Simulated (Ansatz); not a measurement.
Cartesian coordinates (Å):
```xyz
6

C     -0.4884    -0.0003     0.0013
C      0.9660     0.0006    -0.0027
N      2.1153     0.0013    -0.0058
H     -0.8656    -0.6860    -0.7576
H     -0.8610    -0.3159     0.9760
H     -0.8651     1.0004    -0.2113
```
Charge 0, spin multiplicity 1.

Method: frozen-core CCSD(T)/cc-pVQZ // B3LYP-D3(BJ)/def2-TZVP run with Ansatz (a first-principles code).

```json
{
 "HF energy": "-131.98271 Ha",
 "MP2 correlation energy": "-0.54724 Ha"
}
```

Q: Estimate the CCSD correlation energy, the (T) correction, the total energy and the T1 diagnostic.

A: 
* **CCSD correlation energy**: -0.55584 Ha
* **(T) correction**: -0.02699 Ha
* **CCSD(T) total energy**: -132.56554 Ha
* **T1 diagnostic**: 0.013
